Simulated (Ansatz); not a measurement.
## Ti: from a trial structure to a relaxed crystal

The calculation used DFT r2SCAN, scalar-relativistic, plane waves, PAW in Ansatz 0.2.0. Cutoff 500 eV, Γ-centred k mesh, Gaussian smearing, no spin polarisation in the final step.

The start puts Ti on the lonsdaleite structure type (P6_3/mmc, No. 194), at a guessed volume.

```xyz
4
Lattice="3.6460 0.0000 0.0000 -1.8230 3.1576 0.0000 0.0000 0.0000 6.0160" Properties=species:S:1:pos:R:3 pbc="T T T"
Ti    0.0000    2.1050    2.6320
Ti    1.8230    1.0525    5.6400
Ti    1.8230    1.0525    3.3840
Ti    0.0000    2.1050    0.3760
```

Cell and atoms relax at zero pressure; the relaxation can't lower the symmetry of the start. After a coarse first stage the cell is made exact in the group found at 0.06 Å.

Energies count from the standard state of Ti at the same level.

Task: Describe the relaxed structure.

Result: It ends in P6/mmm (No. 191). Conventional cell: a = 4.819 Å, c = 2.364 Å. Ti is coordinated by 2 Ti at 2.36 Å and 3 Ti at 2.78 Å.

```xyz
2
Lattice="4.8188 0.0000 0.0000 -2.4094 4.1732 0.0000 0.0000 0.0000 2.3643" Properties=species:S:1:pos:R:3 pbc="T T T"
Ti    0.0000    2.7821    0.0000
Ti    2.4094    1.3911    0.0000
```

Task: What are its volume, energy, density and gap?

Result: The volume per atom is 23.77 Å³ and the density is 3.34 g/cm³. The energy over the standard structure is 1.51 eV/atom and the gap on the 15×15×24 mesh is 0 eV (a metal).

The final run used a 15×15×24 mesh on its 2-atom cell and 0.10 eV smearing. The k mesh leaves about 4 meV/atom of noise in metals. Symmetry constrained the relaxation, so the result can be a saddle point.